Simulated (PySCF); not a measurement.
AlCl₂⁺: bend–stretch map

Method: PySCF, PBE0, basis Al def2-TZVP, Cl def2-TZVP (no relativity, density fitting).

Rigid scan from the singlet minimum (Al–Cl 1.996 Å (×2); Cl–Al–Cl 180.0°). Coordinate: rows scale both bonds, columns set the Cl–Al–Cl angle. Energies in kJ/mol from the minimum.

Rows run from the largest first scale (top) to the smallest, columns from the smallest angle to the largest. Lower edges of the bins (kJ/mol): '0' 0.0, '1' 1.8, '2' 4.7, '3' 9.3, '4' 16.5, '5' 27.9, '6' 46.1, '7' 74.9, '8' 120.5, '9' 192.8; top 307.
```
9887766
9876554
9876432
9875410
9876432
9887655
```

(1) Give the energies on the grid of the scan.

Results:

(1) 
| scale \ angle | 90 | 105 | 120 | 135 | 150 | 165 | 180 |
| --- | --- | --- | --- | --- | --- | --- | --- |
| 0.94 | 307 | 190 | 125 | 85 | 59 | 45 | 40 |
| 0.97 | 253 | 149 | 90 | 52 | 28 | 14 | 9 |
| 1.00 | 223 | 130 | 76 | 41 | 18 | 4 | 0 |
| 1.03 | 212 | 129 | 79 | 46 | 25 | 12 | 8 |
| 1.06 | 215 | 141 | 95 | 64 | 44 | 32 | 28 |
| 1.10 | 237 | 172 | 131 | 103 | 84 | 73 | 69 |

The bond scale of lowest energy on the grid is 1.03 at 90°, 1.03 at 105°, 1.00 at 120°, 1.00 at 135°, 1.00 at 150°, 1.00 at 165°, 1.00 at 180°.
